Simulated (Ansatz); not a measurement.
Molecule: Si₂H₅, charge 0, multiplicity 2. It need not be the lowest isomer of its formula. SMILES: [SiH2][SiH3]
Geometry: optimised at B3LYP-D3(BJ)/def2-TZVP (Ansatz, an electronic-structure program).

Wanted: atomisation energy (electronic, to ground-state atoms), in kcal/mol. Cores are frozen in the correlated levels unless marked. Open shells are spin-unrestricted. Spin-orbit coupling is left out. Non-relativistic. The coupled-cluster limit lacks core correlation, which all-electron functionals hold. Basis-set limits of correlation are two-point, X^-3; Hartree-Fock from the larger set. [CCSD(T)-MP2]/basis is that difference in the basis named.

```tsv
level	program	atomisation energy (kcal/mol)
HF/STO-3G	Ansatz	498.4
RI-HF/def2-QZVPPD	Ansatz	344.7
```

Q: What does RI-MP2/CBS(def2-TZVPPD,def2-QZVPPD)+[CCSD(T)-MP2]/def2-TZVPPD (Ansatz) give?

A: 442.6 kcal/mol, so RI-HF/def2-QZVPPD differs from it by -97.9 kcal/mol.
